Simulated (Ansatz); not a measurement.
Born–Oppenheimer molecular dynamics of C2H7Al (10 atoms, charge 0, multiplicity 1). It starts from a relaxed structure.

Theory: RKS BLYP-D4/def2-SVP in Ansatz.

```json
{
  "ensemble": "NVT, Nosé–Hoover chain",
  "time step": "0.5 fs",
  "steps asked": "300",
  "set temperature": "1500 K",
  "thermostat": "time constant 100 fs, chain length 3 (defaults)",
  "seed": "362895"
}
```

First frame:

```xyz
10
Properties=species:S:1:pos:R:3
Al -0.149 -0.011 -0.060
C -0.123 0.113 1.915
H -1.181 0.016 2.258
H 0.359 -0.820 2.293
C 0.538 1.359 2.551
H 0.499 1.338 3.661
H 1.608 1.448 2.265
H 0.044 2.298 2.226
H 0.484 1.139 -0.978
H -0.809 -1.290 -0.760
```

What does the run give?

The run went to its last step.

```
steps done                                               : 300
time covered                                             : 150 fs
mean temperature over the second half                    : 1058 K
spread of the potential energy over the second half      : 25.6 meV per atom
mean potential energy of the second half above the start : 100.3 meV per atom
```

The conserved energy stayed within 1.2 meV per atom of its start (net change 0.032 meV per atom), so the integration is sound. The mean temperature of the second half is 29 % below the set value. A run of 0.15 ps of so small a system gives no equilibrium averages.

What happens to the structure?

The same pairs are bonded in the first frame and the last. Pairs count as bonded within 1.25 times the sum of covalent radii (0.12 Å more for H–H). Another seed would give other details.

How do temperature and energy run in time?


```
time (fs)  T (K)  potential energy less start (eV)  conserved less start (meV/atom)
      0.0   1500                             0.000                             0.00
      7.5    458                             1.083                             0.49
     15.0    760                             0.779                             0.58
     22.5    713                             0.834                             0.23
     30.0    851                             0.706                             0.29
     37.5   1008                             0.569                             0.42
     45.0    650                             0.961                             0.33
     52.5    969                             0.661                             0.40
     60.0    643                             1.046                             0.64
     67.5    894                             0.815                             0.39
     75.0   1118                             0.639                             0.34
     82.5    659                             1.160                             0.62
     90.0   1030                             0.841                             0.72
     97.5    784                             1.164                             0.60
    105.0    904                             1.092                             0.71
    112.5   1316                             0.740                             0.72
    120.0    901                             1.234                             0.61
    127.5   1312                             0.877                             0.71
    135.0    697                             1.579                             0.98
    142.5   1404                             0.883                             0.31
    150.0   1816                             0.513                             0.03
```

The run took 9.6 min on 1 thread of Arm Neoverse V2, with other jobs on the host, peak memory 0.11 GiB.
